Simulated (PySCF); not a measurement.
Magnetisability: `B#N`, BN

Geometry (Å), atoms numbered from 1 in this order:
```xyz
2

B     0.6338   -0.0106   -0.0067
N    -0.6328   -0.0029   -0.0159
```

Level of theory: GIAO KT3/aug-pcSseg-2 magnetisability, rotational g tensor and spin-rotation constants, non-relativistic, gas phase in PySCF 2.14.0. Geometry: PBE0-D3(BJ)/def2-SVP.

The gap is small, so the large paramagnetic part is uncertain.

(1) What are the magnetisability and the molar susceptibility?

(2) Split it along the inertial axes a, b, c into diamagnetic and paramagnetic parts about the centre of mass, with the quadrupole moment.

(3) And the rotational g tensor?

## Answers

(1) Isotropic -370 × 10⁻³⁰ J/T², or -22.3 × 10⁻⁶ cm³/mol; principal values -380, -380, -350 × 10⁻³⁰ J/T², anisotropy 30 × 10⁻³⁰ J/T² (root of half the summed squared differences of the principal values). The susceptibility is in cgs units.

(2) 
```tsv
axis	χ (10⁻⁶ cm³/mol)	diamagnetic (10⁻⁶ cm³/mol)	paramagnetic (10⁻⁶ cm³/mol)	summed x² of all electrons (Å²)	quadrupole Θ (D Å)
a	-21.1	-21.1	0.0	6.3	+3.96
b	-22.9	-37.5	14.6	2.5	-1.98
c	-22.9	-37.5	14.6	2.5	-1.98
```
Anisotropies 2χaa − χbb − χcc = +3.6 and 2χbb − χaa − χcc = -1.8 × 10⁻⁶ cm³/mol. Θ is traceless in Buckingham's convention.

(3) 
```csv
axis,rotational constant (GHz),g,nuclear part,electronic part
b,51.1134,+0.1277,0.4777,-0.3500
c,51.1134,+0.1277,0.4777,-0.3500
```
Linear; isotopes 11B, 14N; no vibrational averaging.
